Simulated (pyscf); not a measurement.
Single points on ωB97X-D3(BJ)/def2-SVP structures (PySCF, gas phase).

**Question.** GeH₃• + H₂C=CH₂ → GeH₂ [singlet] + •H₂C–CH₃
Surface: doublet. Broken: Ge–H. Formed: C–H. Give ΔE‡ and ΔE from PBE0-D3(BJ)/def2-TZVP, relative to the separated reactants.

**Answer.** ΔE‡ = 0.82 eV, ΔE = +0.93 eV. ωB97M-D3(BJ)/def2-TZVP gives 1.12 eV and +0.95 eV. Zero-point energy shifts the barrier by -0.01 eV. It is a hydrogen abstraction, with an imaginary mode of 1718i cm⁻¹. On the product side the descent ends in a complex, 0.21 eV under the separated species and 0.33 eV under the saddle at ωB97X-D3(BJ)/def2-TZVP. At PBE0-D3(BJ) the saddle lies under the separated products, which points to a path from their complex (located at ωB97X-D3(BJ) alone), and parting the products costs more than the saddle. This is the saddle that the search found; another between the same sides may lie lower. The angle at the transferred H is 133°. Elements up to Kr have no core potential and no relativistic terms here.
